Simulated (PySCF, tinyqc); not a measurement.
CISD on RHF in the sto-6g basis, for HF, spin multiplicity 1, step by step. The lowest restricted solution is unstable here: a spin-polarised one lies 0.1494 hartree lower (PySCF). Computed by tinyqc, a small Python program that keeps every step (integrals from PySCF). Settings: charge = 0, multiplicity = 1, basis = sto-6g, method = RHF, energy threshold = 1e-10, iteration cap = 79, orthogonalisation = symmetric, start = atomic densities, DIIS depth = 6, ci = CISD. Command: `OMP_NUM_THREADS=1 python tinyqc.py 26251 26252 out.jsonl` (the two numbers bound the seeds that draw the settings). One thread of a shared host (Intel(R) Xeon(R) Processor @ 2.60GHz), about 0.2 s of CPU time with the checks. The early iterations of the SCF are left out here.

## One-electron integrals

Geometry (angstrom):
```
atom         x         y         z
F     0.000000  0.000000  0.000000
H     0.000000  0.000000  1.801000
```

Basis sto-6g: exponents (1/bohr^2) and contraction coefficients of normalised primitives:
```
element  l (shell)     exponent  coefficient
F            s (1)  1728.626574     0.009164
F            s (1)   316.941790     0.049361
F            s (1)    88.668891     0.168538
F            s (1)    30.460157     0.370563
F            s (1)    11.828570     0.416492
F            s (1)     4.871659     0.130334
F            s (2)    67.032281    -0.013253
F            s (2)    13.267438    -0.046992
F            s (2)     4.123510    -0.033785
F            s (2)     1.586463     0.250242
F            s (2)     0.689002     0.595117
F            s (2)     0.315820     0.240706
F            p (3)    67.032281     0.003760
F            p (3)    13.267438     0.037679
F            p (3)     4.123510     0.173897
F            p (3)     1.586463     0.418036
F            p (3)     0.689002     0.425860
F            p (3)     0.315820     0.101708
H            s (1)    35.523221     0.009164
H            s (1)     6.513144     0.049361
H            s (1)     1.822143     0.168538
H            s (1)     0.625955     0.370563
H            s (1)     0.243077     0.416492
H            s (1)     0.100112     0.130334
```

Overlap, kinetic and nuclear-attraction integrals over the contracted functions; the nuclear repulsion is the sum of Za Zb / Rab.

nuclear repulsion = 2.64441693 hartree

overlap S, lower triangle:
```
           1F 1s     1F 2s    1F 2px    1F 2py    1F 2pz     2H 1s
1F 1s   1.000000
1F 2s   0.232479  1.000000
1F 2px  0.000000  0.000000  1.000000
1F 2py  0.000000  0.000000  0.000000  1.000000
1F 2pz  0.000000  0.000000  0.000000  0.000000  1.000000
2H 1s   0.006511  0.092945  0.000000  0.000000  0.088798  1.000000
```

kinetic energy T (hartree), lower triangle:
```
            1F 1s      1F 2s    1F 2px    1F 2py     1F 2pz     2H 1s
1F 1s   37.397730
1F 2s   -1.143349   1.082297
1F 2px   0.000000   0.000000  3.251325
1F 2py   0.000000   0.000000  0.000000  3.251325
1F 2pz   0.000000   0.000000  0.000000  0.000000   3.251325
2H 1s   -0.002535  -0.018915  0.000000  0.000000  -0.004537  0.768522
```

nuclear attraction V (hartree), lower triangle:
```
             1F 1s       1F 2s      1F 2px      1F 2py      1F 2pz      2H 1s
1F 1s   -78.116276
1F 2s    -7.934018  -11.769256
1F 2px    0.000000    0.000000  -11.762899
1F 2py    0.000000    0.000000    0.000000  -11.762899
1F 2pz   -0.004129   -0.048862    0.000000    0.000000  -11.780446
2H 1s    -0.253282   -0.690597    0.000000    0.000000   -0.552549  -3.881003
```

core Hamiltonian H = T + V (hartree), lower triangle:
```
             1F 1s       1F 2s     1F 2px     1F 2py     1F 2pz      2H 1s
1F 1s   -40.718546
1F 2s    -9.077367  -10.686960
1F 2px    0.000000    0.000000  -8.511574
1F 2py    0.000000    0.000000   0.000000  -8.511574
1F 2pz   -0.004129   -0.048862   0.000000   0.000000  -8.529120
2H 1s    -0.255817   -0.709512   0.000000   0.000000  -0.557086  -3.112481
```

## Two-electron integrals

Functions are numbered as in S; the eight-fold symmetry (ij|kl) = (ji|kl) = (kl|ij) leaves the list below.

Two-electron integrals (ij|kl) in chemists' order, unique and non-zero (hartree):
```
(11|11) 5.406240   (21|11) 0.768129   (21|21) 0.138909   (22|11) 1.266271
(22|21) 0.283987   (22|22) 0.926367   (31|31) 0.029452   (32|31) 0.044681
(32|32) 0.204753   (33|11) 1.266273   (33|21) 0.283987   (33|22) 0.926366
(33|33) 0.998085   (41|41) 0.029452   (42|41) 0.044681   (42|42) 0.204753
(43|43) 0.053789   (44|11) 1.266273   (44|21) 0.283987   (44|22) 0.926366
(44|33) 0.890506   (44|44) 0.998085   (51|51) 0.029452   (52|51) 0.044681
(52|52) 0.204753   (53|53) 0.053789   (54|54) 0.053789   (55|11) 1.266273
(55|21) 0.283987   (55|22) 0.926366   (55|33) 0.890506   (55|44) 0.890506
(55|55) 0.998085   (61|11) 0.022799   (61|21) 0.003959   (61|22) 0.007942
(61|33) 0.007930   (61|44) 0.007930   (61|51) 0.000173   (61|52) 0.000342
(61|55) 0.007967   (61|61) 0.000115   (62|11) 0.071732   (62|21) 0.016396
(62|22) 0.061501   (62|33) 0.060635   (62|44) 0.060635   (62|51) 0.001181
(62|52) 0.009648   (62|55) 0.063234   (62|61) 0.000469   (62|62) 0.005634
(63|31) 0.001625   (63|32) 0.009939   (63|53) 0.001939   (63|63) 0.000739
(64|41) 0.001625   (64|42) 0.009939   (64|54) 0.001939   (64|64) 0.000739
(65|11) 0.055657   (65|21) 0.012875   (65|22) 0.051429   (65|33) 0.049538
(65|44) 0.049538   (65|51) 0.002354   (65|52) 0.016867   (65|55) 0.055210
(65|61) 0.000381   (65|62) 0.005767   (65|65) 0.006537   (66|11) 0.293482
(66|21) 0.068220   (66|22) 0.292949   (66|33) 0.287485   (66|44) 0.287485
(66|51) 0.004084   (66|52) 0.047795   (66|55) 0.303876   (66|61) 0.001948
(66|62) 0.039000   (66|65) 0.045632   (66|66) 0.774999
```

## Orthogonalisation

S = U s U^T; symmetric (Loewdin) form X = U s^(-1/2) U^T, so that X^T S X = 1.

eigenvalues of S: 0.749618  0.915854  1.000000  1.000000  1.079231  1.255297

X, lower triangle:
```
            1F 1s      1F 2s    1F 2px    1F 2py     1F 2pz     2H 1s
1F 1s    1.021166
1F 2s   -0.120780   1.024564
1F 2px   0.000000   0.000000  1.000000
1F 2py   0.000000   0.000000  0.000000  1.000000
1F 2pz  -0.000406   0.003218  0.000000  0.000000   1.002993
2H 1s    0.005135  -0.048027  0.000000  0.000000  -0.044869  1.006332
```

## Iteration 9 (converged): orbitals

converged F (hartree), lower triangle:
```
             1F 1s      1F 2s     1F 2px     1F 2py     1F 2pz      2H 1s
1F 1s   -26.261419
1F 2s    -6.371527  -2.875453
1F 2px    0.000000   0.000000  -0.472013
1F 2py    0.000000   0.000000   0.000000  -0.472013
1F 2pz   -0.006269   0.002427   0.000000   0.000000  -0.147597
2H 1s    -0.181797  -0.220814   0.000000   0.000000  -0.241499  -0.139079
```

Diagonalise F' = X^T F X, C = X C', fill 5 alpha and 5 beta electrons from the bottom; D = 2 C_occ C_occ^T. Each column has its largest component positive (the first on a tie).

F' = X^T F X (hartree), lower triangle:
```
            1          2          3          4          5          6
1  -25.856760
2   -3.157759  -1.805244
3    0.000000   0.000000  -0.472013
4    0.000000   0.000000   0.000000  -0.472013
5   -0.009983   0.017701   0.000000   0.000000  -0.126965
6    0.001841  -0.113447   0.000000   0.000000  -0.232274  -0.104038
```

orbital energies (hartree): MO1 -26.264445, MO2 -1.407323, MO3 -0.472013, MO4 -0.472013, MO5 -0.344221, MO6 0.122982

coefficients C:
```
              MO1        MO2        MO3       MO4        MO5        MO6
1F 1s    0.997297  -0.249201   0.000000  0.000000   0.017585   0.019520
1F 2s    0.011380   1.023595   0.000000  0.000000  -0.091797  -0.101653
1F 2px   0.000000   0.000000   0.999750  0.022360   0.000000   0.000000
1F 2py   0.000000   0.000000  -0.022360  0.999750   0.000000   0.000000
1F 2pz   0.000285   0.000373   0.000000  0.000000   0.702937  -0.716867
2H 1s   -0.000579   0.038761   0.000000  0.000000   0.653677   0.766977
```

D after iteration 9, lower triangle:
```
            1F 1s      1F 2s    1F 2px    1F 2py    1F 2pz     2H 1s
1F 1s    2.114025
1F 2s   -0.490692   2.112605
1F 2px   0.000000   0.000000  2.000000
1F 2py   0.000000   0.000000  0.000000  2.000000
1F 2pz   0.025105  -0.128285  0.000000  0.000000  0.988242
2H 1s    0.002518  -0.040674  0.000000  0.000000  0.919017  0.857593
```

Within a degenerate level the vectors are fixed only up to a rotation; this is one choice.

## Convergence

Stop when the energy changes by less than 1e-10 hartree and every element of the error matrix X^T (F D S - S D F) X is below 3e-06.

Course of the cycle:
```
iteration   E (hartree)     change  largest element of the error matrix
1          -99.86723624          -                             2.42e-01
2          -99.04701278   8.20e-01                             3.78e-01
3          -99.20217682  -1.55e-01                             2.22e-01
4          -99.23711372  -3.49e-02                             6.27e-02
5          -99.23913816  -2.02e-03                             3.28e-02
6          -99.23985479  -7.17e-04                             2.30e-04
7          -99.23985484  -4.52e-08                             4.40e-05
8          -99.23985484  -1.30e-09                             9.25e-07
9          -99.23985484  -5.40e-13                             6.43e-08
```

PySCF RHF in the same basis = -99.23985484 hartree

Converged in 9 iterations.

## Integrals over molecular orbitals

(pq|rs) = sum C_ip C_jq C_kr C_ls (ij|kl), one index at a time.

one-electron integrals over orbitals h = C^T H C (hartree), lower triangle:
```
            1          2          3          4          5          6
1  -40.705871
2    0.744727  -9.151053
3    0.000000   0.000000  -8.511574
4    0.000000   0.000000   0.000000  -8.511574
5   -0.049517   0.250015   0.000000   0.000000  -6.044186
6   -0.057891   0.353414   0.000000   0.000000   2.707624  -5.595390
```

Two-electron integrals over orbitals (pq|rs), unique and non-zero (hartree):
```
(11|11) 5.383059    (21|11) -0.544129   (21|21) 0.088612    (22|11) 1.275765
(22|21) -0.025642   (22|22) 0.896691    (31|31) 0.030332    (32|31) 0.040612
(32|32) 0.194322    (33|11) 1.265994    (33|21) -0.014524   (33|22) 0.909446
(33|33) 0.998085    (41|41) 0.030332    (42|41) 0.040612    (42|42) 0.194322
(43|43) 0.053789    (44|11) 1.265994    (44|21) -0.014524   (44|22) 0.909446
(44|33) 0.890506    (44|44) 0.998085    (51|11) 0.038729    (51|21) -0.006344
(51|22) 0.001916    (51|33) 0.000981    (51|44) 0.000981    (51|51) 0.015617
(52|11) -0.057881   (52|21) 0.001908    (52|22) -0.030627   (52|33) -0.033037
(52|44) -0.033037   (52|51) 0.020798    (52|52) 0.109870    (53|31) -0.002635
(53|32) -0.011105   (53|53) 0.029111    (54|41) -0.002635   (54|42) -0.011105
(54|54) 0.029111    (55|11) 0.803878    (55|21) -0.007420   (55|22) 0.622425
(55|33) 0.608569    (55|44) 0.608569    (55|51) -0.000328   (55|52) -0.000030
(55|55) 0.596790    (61|11) 0.043632    (61|21) -0.007155   (61|22) 0.001992
(61|33) 0.001174    (61|44) 0.001174    (61|51) -0.014758   (61|52) -0.021090
(61|55) 0.001393    (61|61) 0.015956    (62|11) -0.064675   (62|21) 0.002011
(62|22) -0.035747   (62|33) -0.036881   (62|44) -0.036881   (62|51) -0.020019
(62|52) -0.094069   (62|55) -0.015177   (62|61) 0.019718    (62|62) 0.091111
(63|31) -0.002863   (63|32) -0.012015   (63|53) -0.026155   (63|63) 0.026393
(64|41) -0.002863   (64|42) -0.012015   (64|54) -0.026155   (64|64) 0.026393
(65|11) -0.485183   (65|21) 0.007161    (65|22) -0.307287   (65|33) -0.301138
(65|44) -0.301138   (65|51) 0.000919    (65|52) 0.041623    (65|55) -0.079267
(65|61) -0.002128   (65|62) 0.012348    (65|65) 0.291442    (66|11) 0.763627
(66|21) -0.007498   (66|22) 0.584021    (66|33) 0.571981    (66|44) 0.571981
(66|51) 0.004528    (66|52) 0.022059    (66|55) 0.593225    (66|61) -0.003514
(66|62) -0.029849   (66|65) -0.032295   (66|66) 0.604807
```

## CISD: determinants and Hamiltonian

Hartree-Fock energy = -99.23985484 hartree

Slater-Condon rules over spin orbitals, with the nuclear repulsion added and E(HF) subtracted on the diagonal. Only determinants linked to the reference directly or through others are kept (one block of an abelian symmetry group), so some states are absent.

Occupation strings over the orbitals (2 doubly, a alpha, b beta, 0 empty; spin orbitals ordered 1a 1b 2a 2b ...): 222220 2222ab 2a222b a2222b 2222ba 2b222a b2222a 222202 2a22b2 a222b2 222022 220222 2b22a2 202222 ab2222 b222a2 ba2222 022222

H - E(HF) between determinants (hartree), lower triangle:
```
           222220     2222ab     2a222b     a2222b     2222ba     2b222a     b2222a     222202
222220   0.000000
2222ab   0.000000   0.165421
2a222b   0.000000  -0.009711   1.037395
a2222b   0.000000  -0.006656   0.027216  25.639756
2222ba   0.000000  -0.291442  -0.012348   0.002128   0.165421
2b222a   0.000000  -0.012348  -0.091111  -0.019718  -0.009711   1.037395
b2222a   0.000000   0.002128  -0.019718  -0.015956  -0.006656   0.027216  25.639756
222202   0.291442   0.046972  -0.041623  -0.000919  -0.046972   0.041623   0.000919   0.345988
2a22b2  -0.012348   0.041623  -0.274992   0.007161  -0.014672   0.094069   0.020019   0.031799
a222b2   0.002128   0.000919   0.007161  -0.452889  -0.004907   0.021090   0.014758   0.011511
222022   0.026393   0.026155   0.012015   0.002863  -0.026155  -0.012015  -0.002863   0.029111
220222   0.026393   0.026155   0.012015   0.002863  -0.026155  -0.012015  -0.002863   0.029111
2b22a2   0.012348  -0.014672   0.094069   0.020019   0.041623  -0.274992   0.007161  -0.031799
202222   0.091111   0.094069   0.005898  -0.002011  -0.094069  -0.005898   0.002011   0.109870
ab2222  -0.019718  -0.020019   0.002011  -0.034826   0.021090  -0.005506   0.007155  -0.020798
b222a2  -0.002128  -0.004907   0.021090   0.014758   0.000919   0.007161  -0.452889  -0.011511
ba2222   0.019718   0.021090  -0.005506   0.007155  -0.020019   0.002011  -0.034826   0.020798
022222   0.015956   0.014758   0.007155  -0.047146  -0.014758  -0.007155   0.047146   0.015617

           2a22b2     a222b2     222022     220222     2b22a2     202222     ab2222     b222a2
2a22b2   1.252802
a222b2   0.027294  25.857009
222022   0.011105   0.002635   0.557746
220222   0.011105   0.002635   0.053789   0.557746
2b22a2  -0.109870  -0.020798  -0.011105  -0.011105   1.252802
202222   0.062397  -0.001908   0.194322   0.194322  -0.062397   2.408247
ab2222   0.001908  -0.089651  -0.040612  -0.040612   0.009268  -0.009072  27.210075
b222a2  -0.020798  -0.015617  -0.002635  -0.002635   0.027294   0.001908   0.006344  25.857009
ba2222   0.009268   0.006344   0.040612   0.040612   0.001908   0.009072  -0.088612  -0.089651
022222   0.006344  -0.027545   0.030332   0.030332  -0.006344   0.088612   0.509415   0.027545

           ba2222     022222
ba2222  27.210075
022222  -0.509415  55.740123
```

## CISD: roots

Diagonalise (each vector has its largest component positive (the first on a tie)); all determinants have Ms = 0, so triplets appear too. The lowest singlet root is the correlation energy.

lowest roots of this matrix, relative to E(HF) (hartree): -0.169402  -0.126912  0.416565  0.496841  0.503956  0.596575  0.838673  0.861718

lowest vectors:
```
           root 1     root 2     root 3     root 4
222220   0.865696   0.000000  -0.284458   0.348767
2222ab   0.038662   0.706876   0.611603   0.274204
2a222b  -0.011888   0.012291  -0.046291   0.054617
a2222b   0.000028   0.000136   0.000275   0.000096
2222ba  -0.038662   0.706876  -0.611603  -0.274204
2b222a   0.011888   0.012291   0.046291  -0.054617
b2222a  -0.000028   0.000136  -0.000275  -0.000096
222202  -0.496567   0.000000  -0.398688   0.663914
2a22b2   0.013609  -0.013255  -0.042987  -0.003917
a222b2   0.000111   0.000101   0.000134  -0.000277
222022  -0.010523   0.000000  -0.044209  -0.374950
220222  -0.010523   0.000000  -0.044209  -0.374950
2b22a2  -0.013609  -0.013255   0.042987   0.003917
202222  -0.011268   0.000000  -0.011167  -0.005619
ab2222   0.000278  -0.000020   0.000284   0.000037
b222a2  -0.000111   0.000101  -0.000134   0.000277
ba2222  -0.000278  -0.000020  -0.000284  -0.000037
022222  -0.000104   0.000000  -0.000048  -0.000028
```

<S^2> of these roots: 0.000000  2.000000  0.000000  0.000000  0.000000  0.000000  2.000000  0.000000

weight of the ground state by excitation level 0, 1, 2, ...: 0.749430  0.003272  0.247298

With one virtual orbital singles and doubles already span the full space. The reference has a weight of only 0.75: one determinant is a poor start here. A root of higher spin lies below E(HF).
